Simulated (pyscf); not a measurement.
Single points on ωB97X-D3(BJ)/def2-SVP structures (PySCF, gas phase).

Task: Estimate the classical barrier height and the reaction energy of F–Sn:–F (SMILES [F][Sn][F]) [singlet] + H₂S (SMILES S) → F–SnH(F)–SH (SMILES [F][SnH]([F])[SH]) at ωB97M-D3(BJ)/def2-TZVP. The step runs on the singlet surface, breaks H–S and forms S–Sn, H–Sn; take the separated reactants as zero.

Result: ΔE‡ = 2.13 eV, ΔE = +0.03 eV. CCSD(T)/def2-TZVPP + ΔMP2(QZVPP) gives 1.94 eV and -0.07 eV. Zero-point energy shifts the barrier by -0.02 eV. It is an insertion, with an imaginary mode of 1272i cm⁻¹. On the reactant side the descent ends in an adduct with a S–Sn contact, 0.59 eV under the separated species and 2.51 eV under the saddle at ωB97X-D3(BJ)/def2-TZVP. What is counted as formed (S–Sn) is already present as a longer contact in the reactant adduct; forming that adduct is a step of its own. This is the saddle that the search found; another between the same sides may lie lower. The CCSD(T) − MP2 part came from Ansatz, without density fitting, on the same reference. The frozen core leaves the outer d or s,p core shells of the metals and heavy elements correlated in the MP2 and CC values, and def2-TZVPP describes them poorly, which can shift differences by a few kcal/mol. Elements past Kr carry the def2 core potentials, without spin-orbit coupling.
